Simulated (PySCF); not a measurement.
HN2, SMILES N#[NH+], charge +1. Atoms are numbered in the order given.

```xyz
3

N      0.0000     0.0000     0.6484
N      0.0000     0.0000    -0.4376
H      0.0000     0.0000    -1.4754
```
Charge +1, spin multiplicity 1.

The structure is a stationary point at B3LYP-D3(BJ)/def2-TZVPD. The isomer is the one that the SMILES or the coordinates give; other isomers of the formula were not compared.

Two levels are set side by side: PBE/pcSseg-2 (PySCF) and HF/pcSseg-2 (PySCF). GIAO shifts against NH3 (¹⁵N), TMS (¹H) at the same level; non-relativistic, no solvent, atoms listed together averaged. Differences are taken from unrounded values.

```
quantity               HF    PBE  PBE minus HF
------------------  -----  -----  ------------
δ(¹⁵N) of N1 (ppm)  365.7  347.0         -18.7
δ(¹⁵N) of N2 (ppm)  239.4  233.5          -6.0
δ(¹H) of H3 (ppm)    9.69   8.66         -1.03
```

Rough cost on one machine, each run with all the roots and properties that it gave: HF against PBE within a factor of 2.
